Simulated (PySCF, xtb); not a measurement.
**CH5BN−: where a starting geometry ends**

The starting geometry of this gas-phase singlet was built from a drawn formula by distance geometry and a force field; its bonds are those of `[CH][BH2-]N`.

```yaml
atoms:
  - { symbol: C, position_ang: [0.0031, 1.0552, 2.3401] }
  - { symbol: B, position_ang: [-1.1038, 0.8338, 1.1832] }
  - { symbol: N, position_ang: [-0.4792, 1.0265, -0.2270] }
  - { symbol: H, position_ang: [0.2396, 2.1731, 2.4594] }
  - { symbol: H, position_ang: [-1.4780, -0.3119, 1.3307] }
  - { symbol: H, position_ang: [-1.9935, 1.5774, 1.3278] }
  - { symbol: H, position_ang: [-1.1870, 0.7165, -0.8563] }
  - { symbol: H, position_ang: [-0.3088, 2.0440, -0.3362] }
```

Q: Predict what it relaxes into with r2SCAN-D4/def2-SVPD.

A: It rearranges to `C=[BH-]N`. Contacts that open: B2–H6 (1.17 → 2.27 Å). Contacts that close: C1–H6 (2.30 → 1.10 Å).

The energy falls by 4.13 eV over 34 steps:

```
step  E − E(last) (eV)
   1             4.132
   5             2.131
   8             1.650
  12             0.522
  16             0.269
  19             0.082
  23             0.020
  27             0.004
  30             0.000
  34             0.000
```

Final geometry (Å):

```
atom    x (Å)    y (Å)    z (Å)
   C  -0.7711   1.5420   2.1746
   B  -1.0522   0.7187   0.9935
   N  -0.4182   0.8940  -0.3486
   H  -0.0806   2.4052   2.1692
   H  -1.8398  -0.2395   1.0213
   H  -1.2041   1.3436   3.1655
   H  -0.9937   0.6676  -1.1531
   H   0.0244   1.7976  -0.4983
```

From the same start GFN2-xTB reaches the same bonding as this run.

No frequencies were run, so the end isn't proven a minimum. Run with PySCF 2.14.0, 9.5 min on 2 threads of Intel(R) Xeon(R) Processor @ 2.50GHz (Skylake/Cascade Lake) (shared host).
